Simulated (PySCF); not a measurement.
System: SiH$_{4}$ (charge -1, doublet). 
Structure (B3LYP-D3(BJ)/def2-TZVP (Ansatz) minimum search):
```
Si
H 1 1.5191
H 1 1.5191 2 104.08
H 1 1.6296 2 94.09 3 95.26
H 1 1.6296 2 94.09 4 169.48
```
Charge -1, spin multiplicity 2.

Dispersion corrections to the total energy (kcal/mol) from the dftd3 and dftd4 libraries through PySCF: D3(BJ) without and D4 with the three-body term, each with the damping fitted for the functional named.

```json
[
 {"functional": "CAM-B3LYP", "D3(BJ)": "…", "D4": "-1.72"},
 {"functional": "TPSS", "D3(BJ)": "-1.42", "D4": "-2.90"},
 {"functional": "B3LYP", "D3(BJ)": "-2.02", "D4": "-3.44"},
 {"functional": "TPSSh", "D3(BJ)": "…", "D4": "-2.61"},
 {"functional": "r2SCAN", "D3(BJ)": "-0.28", "D4": "-0.50"},
 {"functional": "BP86", "D3(BJ)": "-1.76", "D4": "…"},
 {"functional": "HSE06", "D3(BJ)": "-0.68", "D4": "-1.60"}
]
```

Task: Fill in the missing entries.

Result: 
- CAM-B3LYP, D3(BJ): -0.83
- TPSSh, D3(BJ): -1.28
- BP86, D4: -2.70
